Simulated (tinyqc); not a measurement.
UHF in the sto-3g basis, for H2O+, spin multiplicity 2, step by step. One step of it, computed by the program tinyqc.

Problem. Iteration 1: diagonalisation and new density. Diagonalise F' = X^T F X, C = X C', fill 5 alpha and 4 beta electrons from the bottom; D(s) = C_occ C_occ^T. Each column has its largest component positive (the first on a tie).

F(alpha) (hartree), lower triangle:
```
             1O 1s      1O 2s     1O 2px     1O 2py     1O 2pz      2H 1s      3H 1s
1O 1s   -20.020235
1O 2s    -5.155163  -2.752704
1O 2px    0.000000   0.000000  -0.682849
1O 2py    0.000000   0.000000   0.000000  -0.750367
1O 2pz   -0.018415  -0.267765   0.000000   0.000000  -0.709832
2H 1s    -1.331117  -1.207610   0.000000  -0.398570  -0.445717  -0.837886
3H 1s    -1.331117  -1.207610   0.000000   0.398570  -0.445717  -0.548053  -0.837886
```

F(beta) (hartree), lower triangle:
```
             1O 1s      1O 2s    1O 2px     1O 2py     1O 2pz      2H 1s      3H 1s
1O 1s   -19.995757
1O 2s    -5.117355  -2.572185
1O 2px    0.000000   0.000000  0.197310
1O 2py    0.000000   0.000000  0.000000  -0.702923
1O 2pz   -0.018415  -0.267765  0.000000   0.000000  -0.662388
2H 1s    -1.320157  -1.145137  0.000000  -0.389644  -0.437972  -0.810584
3H 1s    -1.320157  -1.145137  0.000000   0.389644  -0.437972  -0.525784  -0.810584
```

X, lower triangle:
```
            1O 1s      1O 2s    1O 2px     1O 2py     1O 2pz      2H 1s     3H 1s
1O 1s    1.024361
1O 2s   -0.145665   1.285596
1O 2px   0.000000   0.000000  1.000000
1O 2py   0.000000   0.000000  0.000000   1.121321
1O 2pz  -0.011892   0.137074  0.000000   0.000000   1.071263
2H 1s    0.022616  -0.323517  0.000000  -0.246756  -0.168725   1.250120
3H 1s    0.022616  -0.323517  0.000000   0.246756  -0.168725  -0.115374  1.250120
```

Give: F' = X^T F X; orbital energies; coefficients C; F' = X^T F X; orbital energies; coefficients C; D(alpha) after iteration 1; D(beta) after iteration 1.

Solution.

F' = X^T F X (alpha) (hartree), lower triangle:
```
         1       2       3       4       5       6       7
1  -19.636
2   -2.666  -1.603
3    0.000   0.000  -0.683
4    0.000   0.000   0.000  -0.538
5   -0.022  -0.080   0.000   0.000  -0.586
6   -0.231  -0.480   0.000  -0.354  -0.275  -0.223
7   -0.231  -0.480   0.000   0.354  -0.275  -0.128  -0.223
```

orbital energies (alpha) (hartree): MO1 -20.032, MO2 -1.606, MO3 -0.863, MO4 -0.683, MO5 -0.665, MO6 0.125, MO7 0.231

coefficients C (alpha):
```
           MO1     MO2     MO3    MO4     MO5     MO6     MO7
1O 1s    0.993  -0.242   0.000  0.000   0.110  -0.121   0.000
1O 2s    0.031   0.891   0.000  0.000  -0.529   0.910   0.000
1O 2px   0.000   0.000   0.000  1.000   0.000   0.000   0.000
1O 2py   0.000   0.000   0.750  0.000   0.000   0.000  -0.904
1O 2pz   0.005   0.264   0.000  0.000   0.820   0.694   0.000
2H 1s   -0.007   0.081   0.320  0.000   0.191  -0.857   0.944
3H 1s   -0.007   0.081  -0.320  0.000   0.191  -0.857  -0.944
```

F' = X^T F X (beta) (hartree), lower triangle:
```
         1       2      3       4       5       6       7
1  -19.618
2   -2.652  -1.411
3    0.000   0.000  0.197
4    0.000   0.000  0.000  -0.487
5   -0.021  -0.074  0.000   0.000  -0.537
6   -0.232  -0.468  0.000  -0.354  -0.275  -0.218
7   -0.232  -0.468  0.000   0.354  -0.275  -0.126  -0.218
```

orbital energies (beta) (hartree): MO1 -20.005, MO2 -1.460, MO3 -0.827, MO4 -0.600, MO5 0.155, MO6 0.197, MO7 0.248

coefficients C (beta):
```
           MO1     MO2     MO3     MO4     MO5    MO6     MO7
1O 1s    0.994  -0.230   0.000   0.122  -0.129  0.000   0.000
1O 2s    0.029   0.830   0.000  -0.570   0.942  0.000   0.000
1O 2px   0.000   0.000   0.000   0.000   0.000  1.000   0.000
1O 2py   0.000   0.000   0.731   0.000   0.000  0.000  -0.919
1O 2pz   0.005   0.287   0.000   0.809   0.697  0.000   0.000
2H 1s   -0.007   0.119   0.339   0.180  -0.855  0.000   0.937
3H 1s   -0.007   0.119  -0.339   0.180  -0.855  0.000  -0.937
```

D(alpha) after iteration 1, lower triangle:
```
         1O 1s   1O 2s  1O 2px  1O 2py  1O 2pz   2H 1s  3H 1s
1O 1s    1.057
1O 2s   -0.243   1.074
1O 2px   0.000   0.000   1.000
1O 2py   0.000   0.000   0.000   0.562
1O 2pz   0.032  -0.198   0.000   0.000   0.741
2H 1s   -0.006  -0.029   0.000   0.240   0.178   0.146
3H 1s   -0.006  -0.029   0.000  -0.240   0.178  -0.059  0.146
```

D(beta) after iteration 1, lower triangle:
```
         1O 1s   1O 2s  1O 2px  1O 2py  1O 2pz   2H 1s  3H 1s
1O 1s    1.055
1O 2s   -0.231   1.015
1O 2px   0.000   0.000   0.000
1O 2py   0.000   0.000   0.000   0.535
1O 2pz   0.037  -0.223   0.000   0.000   0.737
2H 1s   -0.012  -0.004   0.000   0.248   0.179   0.161
3H 1s   -0.012  -0.004   0.000  -0.248   0.179  -0.068  0.161
```
